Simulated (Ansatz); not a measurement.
Abridged output of a molecular run in Ansatz:

```
Functional definition: HF
948 factors; integrals over basis functions are off by at most 9.3e-4 eV
mean field evaluation 1: about -10599.3207 eV, gradient 3.8e1 eV
mean field evaluation 2: about -10599.5824 eV, gradient 3.8e1 eV
mean field evaluation 4: about -10602.6440 eV, gradient 4.2e0 eV
mean field evaluation 8: about -10602.6976 eV, gradient 3.2e-1 eV
mean field -10602.69790799 eV, -389.6419613518 hartree, gradient 2.5e-6 eV, S^2 0.000000; 0 other end points of the search recorded, 0 dependent functions left out
6 core orbitals not correlated: weight in the atoms' cores, before any rotation towards them, 1.000 or more for the frozen orbitals, at most 0.000 for the correlated occupied ones
reference -10602.69790799 eV, -389.6419613518 hartree; 18, 18 occupied and 80, 80 virtual orbitals, 948 factors
second order -25.98436782 eV of doubles, -0.00000000 eV of singles
cycle   1  -26.17403090 eV  change   -1.9e-1 eV  update   1.1e-1
cycle   2  -26.77424612 eV  change   -6.0e-1 eV  update   3.1e-2
cycle   3  -26.92806269 eV  change   -1.5e-1 eV  update   1.5e-2
cycle   4  -26.91953278 eV  change    8.5e-3 eV  update   3.0e-3
cycle   5  -26.91916895 eV  change    3.6e-4 eV  update   1.3e-3
cycle   6  -26.91997079 eV  change   -8.0e-4 eV  update   3.8e-4
cycle   7  -26.91974512 eV  change    2.3e-4 eV  update   1.4e-4
cycle   8  -26.91963822 eV  change    1.1e-4 eV  update   4.6e-5
cycle   9  -26.91964725 eV  change   -9.0e-6 eV  update   1.4e-5
perturbative correction -0.69788019 eV, -0.0256466241 hartree
Total energy: -10630.31543543 eV, -390.6568867655 hartree
```

Its atoms:

```xyz
10

F     0.363   -2.222    0.413
C    -0.215   -1.164   -0.208
F    -1.554   -1.381   -0.207
C     0.091    0.098    0.534
C     0.142    1.364   -0.185
O     1.328    0.696    0.208
H     0.142   -1.135   -1.242
H    -0.167    0.079    1.591
H    -0.079    2.282    0.352
H    -0.051    1.382   -1.255
```

Task: Which basis set was used?
A. def2-TZVPPD
B. cc-pV(D+d)Z
C. def2-QZVPP
D. def2-SVPD

Result: B. It gives 104 functions.

Task: Write the keys of the input that set method, charge and spin (a neutral closed shell needs none for the last two).

Result: 
```yaml
correlation: {method: ccsd_t}
```
